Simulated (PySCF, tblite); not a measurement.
# C₃H₄F₂+ (doublet): geometry, infrared bands and EPR parameters

Aim: predict the infrared bands and EPR parameters of C₃H₄F₂+ (doublet) (`[CH2][CH+]C(F)F`).

The runs use tblite 0.8.0 and PySCF 2.14.0, with density-fitted response routines of our own; the level of theory stands in each step. All values are computed, except where a source is named. Atoms count from 0, in the outputs and in this text.

## 1. The starting structure

9 atoms, charge 1, multiplicity 2; geometry from: force field or distance geometry start.

Bonds of the start (Å): C0–C1 1.51, C1–C2 1.49, C2–F3 1.39, C2–F4 1.40, C0–H5 1.12, C0–H6 1.10, C1–H7 1.08, C2–H8 1.10.

## 2. Geometry optimisation with GFN2-xTB

What the job is given:

```
{"job": {"kind": "relax", "xc": "GFN2-xTB", "basis": "xTB"}, "charge": 1, "multiplicity": 2}
C      1.572200     0.183600    -0.128900
C      0.140100     0.594400    -0.365700
C     -0.952400    -0.262600     0.179400
F     -1.808300     0.515600     0.953000
F     -1.746700    -0.738000    -0.871800
H      1.673900     0.158300     0.990300
H      1.762200    -0.800000    -0.591100
H     -0.044700     1.506500    -0.905500
H     -0.582800    -1.151800     0.715000
```

Command:

```bash
> OMP_NUM_THREADS=1 python probes_run.py task.json out
```

One launch serves the whole session: the jobs run in the order shown.

**Question.** This job is followed by: GFN2-xTB harmonic vibrations, gas phase; UKS B3LYP, pcH-1 on C F H, non-relativistic, mean-field spin-orbit, GIAO. What will the session give for the following? strongest single infrared mode (GFN2-xTB); zero-point energy (GFN2-xTB); g(iso) (B3LYP); ⟨S²⟩; largest a(iso) (averaged by class).

As calculated:

| quantity | value |
| --- | --- |
| strongest single infrared mode (GFN2-xTB) | 2953 cm⁻¹, 269 km/mol |
| zero-point energy (GFN2-xTB) | 36.5 kcal/mol |
| g(iso) (B3LYP) | 2.00376 |
| ⟨S²⟩ | 0.754 (exact 0.75) |
| largest a(iso) (averaged by class) | 1H on H8, 284.7 MHz |

Relaxing lowered the energy by 2.572 eV in 70 steps; the close pair that moved most is C0–C1, from 1.509 to 1.321 Å. No mode is imaginary among the 21: a minimum at this level. The strongest single mode, at 2953 cm⁻¹, moves mainly H7 and H6. Unscaled tight-binding wavenumbers are off by several per cent, some by more. Its intensities can rank the bands wrongly. The largest spin populations lie on C0 (0.42 e), C1 (0.36 e). The isotropic g lies 1.4 ppt above the free-electron value.
